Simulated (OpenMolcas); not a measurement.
## What CH4Si (SMILES C=[SiH2]) costs in OpenMolcas

CH4Si: 6 atoms, total charge 0, spin state singlet. As SMILES, `C=[SiH2]`. The Si2–H6 distance was set to 3.646 Å, away from the relaxed value. At this shape a bond of the SMILES string is far longer than usual.

```jsonl
{"atom": "C", "x (Å)": "-2.1406", "y (Å)": "-1.4958", "z (Å)": "1.1203"}
{"atom": "Si", "x (Å)": "-0.7907", "y (Å)": "-0.4969", "z (Å)": "1.6036"}
{"atom": "H", "x (Å)": "-2.8104", "y (Å)": "-1.9453", "z (Å)": "1.8335"}
{"atom": "H", "x (Å)": "-2.3648", "y (Å)": "-1.7068", "z (Å)": "0.0886"}
{"atom": "H", "x (Å)": "-0.4489", "y (Å)": "-0.1827", "z (Å)": "2.9861"}
{"atom": "H", "x (Å)": "1.5459", "y (Å)": "1.0842", "z (Å)": "-0.7053"}
```

Program: OpenMolcas 26.06. Hardware: 1 thread of Arm Neoverse V2, shared host, so times are rough. Two-electron integrals are exact unless an approximation is named.

Problem. Estimate their order by wall time, quickest first.
A. energy at UB3LYP/STO-3G, grid UltraFine
B. energy at B2PLYP/STO-3G, 6 core orbitals frozen, grid UltraFine
C. energy at HF/STO-3G

Solution. C (1.5 s), B (9 s), A (27 s).
